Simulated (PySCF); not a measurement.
# Static response to an electric field

Compound: C5H9N.
Geometry (PBE0-D3(BJ)/def2-SVP, Å), atoms numbered from 1 in this order:
```
atom  x, y, z in Å
C1    -1.9069    0.2666    0.5040
C2    -0.6390   -0.1875   -0.2018
C3     0.1108    0.9052   -0.9302
N4     1.3752    0.8991   -0.8256
C5     1.7602   -0.2275    0.0167
C6     0.4782   -0.7221    0.7062
H7    -2.6280    0.7025   -0.2051
H8    -1.6804    1.0290    1.2665
H9    -2.4050   -0.5759    1.0076
H10   -0.9133   -0.9511   -0.9574
H11   -0.3991    1.6577   -1.5500
H12    2.5492    0.0789    0.7213
H13    2.2113   -0.9997   -0.6329
H14    0.4461   -1.8123    0.8442
H15    0.3856   -0.2601    1.7035
```

Level: wB97X-D/def2-SVPD (PySCF), static field, nuclei fixed, core orbitals frozen in the response. The polarisability tensor in these axes (au):

```
x   76.19 -2.55 -0.06
y   -2.55 58.75 -4.72
z   -0.06 -4.72 57.92
```

**Question.** Diagonalise the tensor; give its mean and Δα, where Δα² is half the sum of the squared differences of the eigenvalues.

**Answer.** Principal values 53.46, 62.82 and 76.57 au; mean 64.28 au = 9.53 Å³ = 10.60 × 10⁻⁴⁰ C²·m²/J; Δα = 20.14 au (31 % of the mean).

**Question.** What is the dipole moment, and where does it point?

**Answer.** (-1.73, -1.41, 0.83) D, 2.39 D in size, pointing from the negative to the positive side. Measured along this direction, the outermost atoms are N4 at the negative end and H9 at the positive end.

**Question.** In TDDFT the mean static polarisability is Σ f/ω² over all singlet excitations (ω in hartree). How much of it do the 6 lowest give? Their energies (eV) and oscillator strengths: 5.39, 0.0022; 7.34, 0.1913; 7.61, 0.0085; 8.11, 0.0035; 8.39, 0.0003; 8.45, 0.0219.

**Answer.** They add up to 3.07 au, 4.8 % of the 64.28 au; the largest single term is 2.63 au, from the state at 7.34 eV. Terms in order: 0.06, 2.63, 0.11, 0.04, 0.00, 0.23 au. Higher excitations give the rest. The strengths listed sum to 0.228.

**Question.** Rayleigh depolarisation ratio (linearly polarised light, static tensor)?

**Answer.** ρ = 3Δα²/(45ᾱ² + 4Δα²) = 1216.5/(185961 + 1622.0) = 0.00649.

**Question.** Refractivity n − 1 of an ideal gas of it at 400 K and 1 atm, from the electronic α?

**Answer.** N = p/kT = 1.8347 × 10¹⁹ cm⁻³, so n − 1 = 2π × N × 9.53 × 10⁻²⁴ cm³ = 1098 × 10⁻⁶ at long wavelengths.

**Question.** How large is μ²/3kT at 298 K beside α?

**Answer.** In Gaussian units μ²/3kT = 46.11 Å³ against 9.53 Å³, a ratio of 4.84; the Debye molar polarisation (4π/3)N_A(α + μ²/3kT) is 140.4 cm³/mol, leaving out the vibrational part.

One conformer (not necessarily the lowest) at the PBE0-D3(BJ)/def2-SVP geometry, without solvent, vibrations or thermal averaging.
